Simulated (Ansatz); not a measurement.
**Which method gave which barrier?**

Saddle point of CH$_{6}$FSi, doublet (SiH₃F ([F][SiH3]) + CH₃ → CH₃F ([CH3][F]) + SiH₃; bonds formed: F1–C3; bonds broken: F1–Si2), PBE0-D4/def2-TZVP structure:

F1  (-0.507, 0.008, 0.005)
Si2  (0.690, -0.509, 1.509)
C3  (-0.842, 0.517, -1.530)
H4  (0.401, -0.981, 2.898)
H5  (1.473, 0.749, 1.578)
H6  (1.460, -1.556, 0.793)
H7  (-0.163, 1.350, -1.663)
H8  (-0.623, -0.358, -2.127)
H9  (-1.889, 0.781, -1.464)
(Å)

Program: Ansatz 0.2.0. Basis: def2-TZVPP, with def2-QZVPP for the basis limit. Cores are frozen in the correlated methods; orbitals are unrestricted. Extrapolation: Hartree–Fock as exp(−7.88 √X), correlation as X^−2.97. Four methods, as single points on the PBE0-D4 structures, gave these electronic barriers from the start structure: 201.5, 234.2, 280.4, 362.2 kJ/mol.

Problem. The methods were, in alphabetical order, BHLYP-D4, BLYP-D4, HF, PBE0-D4. Which gave which? (Judge from chemistry; the calculation decides.)

Solution. By the calculation: BLYP-D4 201.5; PBE0-D4 234.2; BHLYP-D4 280.4; HF 362.2 kJ/mol. For comparison, CCSD(T) at an estimated basis limit (MP2 extrapolated from triple and quadruple zeta, plus CCSD(T) − MP2 in triple zeta) gives 270.2 kJ/mol.

T1 diagnostic: at most 0.025. ⟨S²⟩ of the unrestricted Hartree–Fock references: 0.75 to 0.78 (a pure state has 0.75).

Radical steps of this kind take place in plasma deposition and etching.

Labels in which every atom is bracketed show which atoms are joined, not bond orders.

For scale, one of the runs: CCSD(T)/def2-TZVPP, 188 basis functions, launched by `ansatz run in.yaml --threads 4 --pin off --events-out ev --progress --plain --max-ram 9574MiB`. Hardware: 4 CPU threads of an Intel Xeon, shared host. Wall time 120 s; peak host memory 5 GiB.
